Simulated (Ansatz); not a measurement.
## Si, pressure series

The parent structure is Si in the diamond structure (space group Fd-3m, No. 227; a = 5.470 Å).

Cell and atoms are relaxed at each pressure.

Level of theory: PBE (Ansatz, an electronic-structure program, PAW, spin-orbit coupling left out), earlier PAW set.

```
pressure (GPa)  volume per atom (Å³/atom)
--------------  -------------------------
-2                                 20.945
-1                                 20.693
0                                  20.457
0.3                                20.388
0.7                                     ?
1.5                                20.126
5                                  19.448
7.5                                19.028
10                                 18.650
```

### Question
Fit the third-order Birch–Murnaghan form P(V) = (3B₀/2)[(V₀/V)^(7/3) − (V₀/V)^(5/3)]·[1 + (3/4)(B₀′ − 4)((V₀/V)^(2/3) − 1)] (squares taken in P) to the rows shown and predict the withheld row.

### Answer
Least squares on the printed values gives V₀ = 20.456 Å³/atom, B₀ = 88.9 GPa, B₀′ = 4.2; this predicts 20.298 Å³/atom, and the run gives 20.299 Å³/atom, in agreement.

Measured bulk modulus of Si: 100.8 GPa (static lattice; corrected from measurement; as listed in Jianwei Sun et al., Physical Review B (2011)); the computed value is 12 % below it.

Load acts through the strain it causes; cell and atoms are relaxed under it. Stability against distortions was not tested. Tetrahedral semiconductors of this kind turn to denser phases somewhere between about 1 and 50 GPa; those were not computed, so compressed cells here can lie past the real transition.
